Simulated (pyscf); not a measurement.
This saddle point was located with ωB97X-D3(BJ)/def2-SVP in PySCF.

```xyz
10

Si    -0.4032     1.0296    -0.6032
Si    -1.2193    -0.5113     1.8672
H      0.2807     2.1399     0.1096
H     -1.7749     1.4141    -1.0262
H      0.3984     0.6101    -1.7857
H     -0.6262     0.4279     2.8543
H     -2.6835    -0.3015     1.7239
H     -0.9404    -1.9180     2.2675
O     -0.3745    -0.4846     0.3124
H      0.1900    -1.4400    -0.0971
```
Charge 0, spin multiplicity 2.

Surface: doublet, charge 0. Lowest wavenumbers (cm⁻¹): 1900i, 135, 163, 169, 385.

What reaction is this the transition state of?

H₃Si–O–SiH₃ + H• ⇌ SiH₃• + HO–SiH₃, a substitution at O read from left to right: O–Si broken and H–O formed. At CCSD(T)/def2-TZVPP + ΔMP2(QZVPP) it lies +1.11 eV from the left side and +0.82 eV from the right (each side as separated species at their lowest minima found). On the product side the descent ends in an adduct with a Si–Si, O–Si contact, 0.54 eV over the separated species and 0.25 eV under the saddle at ωB97X-D3(BJ)/def2-TZVP. What is counted as broken (O–Si) persists as a longer contact in the product adduct; parting that adduct is a step of its own. At ωB97X-D3(BJ) the barrier from the zero used here is 1.25 eV. The same reactants have a lower exit, to •H₂Si–O–SiH₃ + H₂ (barrier +0.22 eV at ωB97M-D3(BJ), against +1.10 eV here). This is the saddle that the search found; another between the same sides may lie lower. The angle at the attacked O is 121°. The CCSD(T) − MP2 part came from Ansatz, without density fitting, on the same reference.
